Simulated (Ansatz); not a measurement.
Relaxing a trial structure of CHFSi−

The starting geometry of this gas-phase doublet was optimised with GFN2-xTB.

```yaml
atoms:
  - { symbol: C, position_ang: [0.3115, 0.4516, -1.0610] }
  - { symbol: F, position_ang: [0.4429, -1.3853, 1.9278] }
  - { symbol: Si, position_ang: [-0.3045, -0.0807, 0.4698] }
  - { symbol: H, position_ang: [1.3132, 0.0157, -1.3374] }
```

**Question.** Predict what it relaxes into with PBE0-D3(BJ)/def2-SVPD.

**Answer.** It rearranges to `[H]/[C]=[Si-]/F`. Contacts that close: F2–Si3 (2.09 → 1.73 Å).

The energy falls by 1.45 eV over 17 steps:

```json
{"step": "1", "E − E(last) (eV)": "1.453"}
{"step": "3", "E − E(last) (eV)": "0.702"}
{"step": "5", "E − E(last) (eV)": "0.294"}
{"step": "6", "E − E(last) (eV)": "0.164"}
{"step": "8", "E − E(last) (eV)": "0.112"}
{"step": "10", "E − E(last) (eV)": "0.071"}
{"step": "12", "E − E(last) (eV)": "0.020"}
{"step": "13", "E − E(last) (eV)": "0.008"}
{"step": "15", "E − E(last) (eV)": "0.000"}
{"step": "17", "E − E(last) (eV)": "0.000"}
```

Final geometry (Å):

```yaml
atoms:
  - { symbol: C, position_ang: [0.8701, -0.1001, -0.6907] }
  - { symbol: F, position_ang: [0.1777, -1.1592, 1.8127] }
  - { symbol: Si, position_ang: [-0.3359, -0.1055, 0.5441] }
  - { symbol: H, position_ang: [1.0513, 0.3661, -1.6669] }
```

No frequencies were run, so the end isn't proven a minimum. Open shells are spin-unrestricted. Run with Ansatz 0.2.0, 2.4 min on 1 thread of AMD EPYC (Zen 3) (shared host).
